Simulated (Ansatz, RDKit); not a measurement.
Molecule: dimethylether, C$_{2}$H$_{6}$O (charge 0, singlet). SMILES: COC

Atoms: C1, O2, C3, H4, H5, H6, H7, H8, H9. Bonds: C1-O2, C1-H4, C1-H5, C1-H6, O2-C3, C3-H7, C3-H8, C3-H9.

Bond lengths (Å) and angles (degrees) optimised at MMFF94 with RDKit; PBE/6-31G* with Ansatz (a quantum-chemistry and plane-wave program); B3LYP/6-31G* with Ansatz, each started from the B3LYP-D3(BJ)/def2-TZVP structure (Ansatz) of the last column. A row stands for all coordinates that are equal there; 6 of 8 kinds are shown. 6-31G* holds six Cartesian d functions. No wavenumbers were computed at MMFF94, PBE/6-31G*, so these may be saddle points.

```csv
coordinate,MMFF94,PBE/6-31G*,B3LYP/6-31G*,B3LYP-D3(BJ)/def2-TZVP
C1-O2,1.421,1.415,1.410,1.409
C1-H4,1.093,1.102,1.093,1.089
C1-H5,1.094,1.112,1.103,1.098
C1-O2-C3,111.5,111.3,112.3,112.5
O2-C1-H4,108.4,107.1,107.3,107.5
O2-C1-H5,110.5,112.0,111.8,111.5
```

Mean signed difference of all 8 bond lengths from B3LYP-D3(BJ)/def2-TZVP: MMFF94 0.002 Å, PBE/6-31G* 0.011 Å, B3LYP/6-31G* 0.003 Å.
